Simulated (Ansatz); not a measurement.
Born–Oppenheimer molecular dynamics of CH$_{6}$AlN (9 atoms, charge 0, multiplicity 1). It starts from a relaxed structure.

All numbers below come from Ansatz, RKS PBE0/def2-mTZVP.

- ensemble: NVT, Langevin thermostat
- time step: 0.5 fs
- steps asked: 100
- set temperature: 2000 K
- friction: 0.005 /fs
- seed: 591700

First frame:

```xyz
9
Properties=species:S:1:pos:R:3
Al -0.039 0.110 -0.005
C -0.030 -0.071 1.941
H -0.993 -0.402 2.340
H 0.726 -0.788 2.278
H 0.211 0.878 2.431
H 1.264 0.372 -0.879
N -1.567 -0.008 -0.903
H -2.477 -0.173 -0.496
H -1.649 0.082 -1.905
```

(1) How far do the bonds stretch over the last three quarters of this one trajectory? (Pairs bonded in most of those frames.)

## Answers

(1) 
```csv
bond,mean (Å),spread (Å),shortest,longest
Al1–C2,1.918,0.076,1.80,2.02
Al1–H6,1.595,0.043,1.50,1.66
Al1–N7,1.805,0.056,1.73,1.90
C2–H3,1.126,0.055,1.04,1.23
C2–H4,1.119,0.069,1.00,1.21
C2–H5,1.098,0.021,1.06,1.14
N7–H8,1.026,0.058,0.92,1.14
N7–H9,1.016,0.015,0.98,1.04
```

Mean temperature of the second half: 1340 K. The mean temperature of the second half is 33 % below the set value. A run of 0.05 ps of so small a system gives no equilibrium averages.

Time of the run: 3.5 min on 1 thread of Arm Neoverse V2, with other jobs on the host, peak memory 0.13 GiB.
